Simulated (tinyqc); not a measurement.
Worked calculation: geometry optimisation on the UHF/sto-3g surface (energies and gradients from PySCF), for LiH, spin multiplicity 3. The optimisation ends on separated fragments, where the gradient is small because the surface is flat. One step of it, computed by the program tinyqc.

Problem. Step 2: move. Quasi-Newton step p = -H^(-1) g (the inverse Hessian comes from BFGS updates; coordinates in the order x, y, z of each atom); steps longer than 0.3 bohr are cut back (factor 0.998 here).

positions after step 1 (bohr):
```
,x,y,z
1Li,0.000000,0.000000,-0.097189
2H,0.000000,0.000000,2.718239
```

gradient (hartree/bohr):
```
,x,y,z
1Li,0.00000000,0.00000000,0.04001471
2H,0.00000000,0.00000000,-0.04001471
```

inverse Hessian in use (bohr^2/hartree):
```
,1,2,3,4,5,6
1,1.666667,0.000000,0.000000,0.000000,0.000000,0.000000
2,0.000000,1.666667,0.000000,0.000000,0.000000,0.000000
3,0.000000,0.000000,3.488945,0.000000,0.000000,-1.822278
4,0.000000,0.000000,0.000000,1.666667,0.000000,0.000000
5,0.000000,0.000000,0.000000,0.000000,1.666667,0.000000
6,0.000000,0.000000,-1.822278,0.000000,0.000000,3.488945
```

Give: positions after step 2.

Solution.

positions after step 2 (bohr):
```
,x,y,z
1Li,0.000,0.000,-0.309
2H,0.000,0.000,2.930
```
